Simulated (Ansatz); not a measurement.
input.yaml (Ansatz)

```yaml
crystal:
  lattice:
    - [5.8688005414, -2.4627842503, 0.0]
    - [5.8688005414, 2.4627842503, 0.0]
    - [0.0, 0.0, 9.9141470052]
  atoms:
    - { symbol: I, position: [0.8548232227, 0.1451767773, 0.1209770685] }
    - { symbol: I, position: [0.6451767773, 0.3548232227, 0.6209770685] }
    - { symbol: I, position: [0.1451767773, 0.8548232227, 0.8790229315] }
    - { symbol: I, position: [0.3548232227, 0.6451767773, 0.3790229315] }
hamiltonian:
  xc: revpbe
  pseudopotentials:
    kind: paw
    azcp:
      I: "pseudopotentials/I.paw.azcp"
basis:
  ecutwfc: 420
  fft_grid_basis: typed
kpoints:
  mp_grid: { grid: [7, 7, 3], shift: [0, 0, 0] }
magnetization:
  spin_polarized: false
scf:
  occupations: { method: fermi_dirac, width: 0.05 }
```

Terminal output

```
Engine: ansatz 0.2.0, x86_64-unknown-linux-gnu
Pseudopotentials: kind: paw
Pseudopotential: I, paw, valence charge 17, recommended cutoff 420 eV (normal) 
Functional definition: revPBE
  parameter kappa = 1.245
  parameter beta = 0.06672455060314922
  exchange = pbe_x(kappa = kappa, mu = beta*pi^2/3)
  correlation = pbe_c(beta = beta)
Crystal: 4 atoms, lattice volume = 286.590 Å³
Basis set: ecut = 420 eV, 5627 PW (Γ)
Bands: 39, of which v1, the nominal top of the filled ones, is band 34 counted from 1 (33 counted from 0)
Symmetry: 8 space group operations
Space group: Cmce (ITA 64), of the structure as read, at distance tolerance 6.6e-5 Å
k-points: 32 of 147
Non-local potential: I, projectors of the file, l = 0: 2, l = 1: 2, l = 2: 2, l = 3: 2
PAW form: soft (Blöchl's): semilocal exchange-correlation on the pseudo side does not see the compensation charge
PAW frozen core: I, regenerated for the run's functional, and the local potential with it (the file was generated under x = pbe(κ = 0.804, μ = 0.2195149727645171), c = pbe(β = 0.06672455060314922))
PAW one-centre angular grid: I, 590 points (default); XC on 64 Gauss nodes
Initial density: superposition of atomic densities (neutral atoms: chi_scale 0, normalization atom), corrected by the library's trained network
Initial wavefunctions: pseudopotential atomic-orbital guess
Functional: x = revpbe(κ = 1.245, μ = 0.2195149727645171), c = pbe(β = 0.06672455060314922)
SCF iter   1: F=—  HF=-30077.820320 eV  |F-HF|=—  |Δ(HF+E_count)|=         —  Δρ=1.14e-3  dr2=2.33e-3  ethr=1.77e-3  ⟨swp⟩=10.5  Hψ=6144  notcnv=0
SCF iter   2: F=—  HF=-30077.820279 eV  |F-HF|=—  |Δ(HF+E_count)|=   4.14e-5  Δρ=5.71e-4  dr2=7.39e-4  ethr=3.42e-6  ⟨swp⟩=3.2  Hψ=3123  notcnv=0
SCF iter   3: F=—  HF=-30077.820656 eV  |F-HF|=—  |Δ(HF+E_count)|=   3.77e-4  Δρ=3.02e-4  dr2=2.00e-4  ethr=1.09e-6  ⟨swp⟩=2.0  Hψ=1717  notcnv=0
SCF iter   4: F=—  HF=-30077.821031 eV  |F-HF|=—  |Δ(HF+E_count)|=   3.75e-4  Δρ=6.32e-5  dr2=1.19e-5  ethr=2.95e-7  ⟨swp⟩=2.0  Hψ=1836  notcnv=0
SCF iter   5: F=—  HF=-30077.821067 eV  |F-HF|=—  |Δ(HF+E_count)|=   3.55e-5  Δρ=2.39e-5  dr2=2.90e-6  ethr=1.76e-8  ⟨swp⟩=2.9  Hψ=2330  notcnv=0
SCF iter   6: F=—  HF=-30077.821068 eV  |F-HF|=—  |Δ(HF+E_count)|=   8.05e-7  Δρ=6.78e-6  dr2=1.05e-7  ethr=4.27e-9  ⟨swp⟩=3.0  Hψ=2570  notcnv=0
SCF iter   7: F=-30077.821068 eV  HF=-30077.821068 eV  |F-HF|=1.26e-8  |Δ(HF+E_count)|=   1.13e-7  Δρ=1.74e-6  dr2=9.94e-9  ethr=1.47e-10  ⟨swp⟩=3.0  Hψ=2912  notcnv=0
SCF 1 converged in 7 iterations: F = -30077.821068 eV  dr2 = 9.94e-9
SCF converged after 7 iterations
Free energy (F): -30077.821068 eV
Harris-Foulkes:  -30077.821068 eV  (|F-HF|=1.26e-8)
Internal energy: -30077.821066 eV  (E = F + TS)
E sigma→0 (E₀):  -30077.821067 eV
Entropy (-TS):   -0.000002 eV (-0.001 meV/atom)
Fermi energy:    0.936261 eV
--- Per-component energies (eV) ---
  E_band       = -1882.837915
  E_kinetic    = 750.776772
  E_local      = -11310.440118  (includes V_loc(G=0)·N_el)
  E_nonlocal   = -370.005209
  E_hartree    = 5605.418838
  E_xc         = -510.587265
  E_vxc        = -510.286045  (∫ρ·V_xc dr)
  E_paw        = -19284.459308  (= ΣΔE_a)
  E_vpaw       = -1653.721501  (= ΣTr[D̂ρ^β])
  E_aug_tail   = -0.000081  (compensation charges beyond the density's cutoff)
  E_ewald      = -4958.349687
  E_core_change = -0.175007  (= ΣΔE_core)
  E_smearing   = -0.000002  (= −TS)
  E_closure    = -0.000000  (closes the sum)
  Σ components = -30077.821068   (vs F -30077.821068, Δ=0.00e0)
```
